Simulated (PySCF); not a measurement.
# H4N2: the cost of one run

Computed with PySCF 2.14.0, with density-fitted response routines of our own, on a single molecule in the gas phase. Atoms are numbered from 0 throughout.

### Step 1. Starting geometry

6 atoms, charge 0, multiplicity 1; geometry from: GFN2-xTB.

Bonds of the start (Å): N0–N1 1.43, N0–H2 1.02, N0–H3 1.02, N1–H4 1.02, N1–H5 1.02.

### Step 2. Geometry optimisation at PBE0-D3(BJ)/def2-TZVP

Job settings and geometry (Å):

```
{"job": {"xc": "PBE0", "basis": "def2-TZVP", "d3": "d3bj", "grid": 2, "kind": "geom"}, "charge": 0, "multiplicity": 1}
N     -0.692170    -0.165060     0.061140
N      0.694160     0.165510     0.028640
H     -1.210040     0.689920     0.242700
H     -1.029000    -0.563120    -0.817650
H      1.219790    -0.687720     0.195590
H      0.991500     0.554640    -0.868210
```

Q: Estimate the wall time of this first job on 4 threads of Arm Neoverse N1, shared host.

About 8.9 s.
